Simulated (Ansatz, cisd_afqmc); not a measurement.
Species: C₂F₄, charge 0, singlet. C2F4 (1,1,2,2-tetrafluoroethene, SMILES FC(F)=C(F)F).
B3LYP-D3(BJ)/def2-TZVP minimum from Ansatz (an electronic-structure program):
```
C
F 1 1.3190
F 1 1.3190 2 113.18
C 1 1.3209 2 123.41 3 180.00
F 4 1.3190 1 123.41 2 -180.00
F 4 1.3190 5 113.18 1 180.00
```

Total energies in cc-pVTZ, 36 correlated electrons, 6 frozen orbitals. UHF or UKS for unpaired electrons; spin-orbit terms are left out. Correlated methods leave the cores frozen. No relativity. AFQMC is phaseless with a CISD trial state; ± is one standard error, without the phaseless bias. Outlying blocks are dropped, and bars are widened where a walk drifts. Over all cases where full CI ran beside it in this data, AFQMC minus full CI had a median of +0.1 mEh and passed +0.4 mEh in a tenth of the cases.

| method | program | energy (Eh) | minus AFQMC/CISD (mEh) |
|---|---|---|---|
| HF | Ansatz | -473.60219 | 1347.5 ± 0.4 |
| MP2 | Ansatz | -474.89875 | 51.0 ± 0.4 |
| CCSD | Ansatz | -474.90249 | 47.2 ± 0.4 |
| CCSD(T) | Ansatz | -474.94830 | 1.4 ± 0.4 |
| AFQMC/CISD | cisd_afqmc | -474.9497 ± 0.0004 | 0.0 |
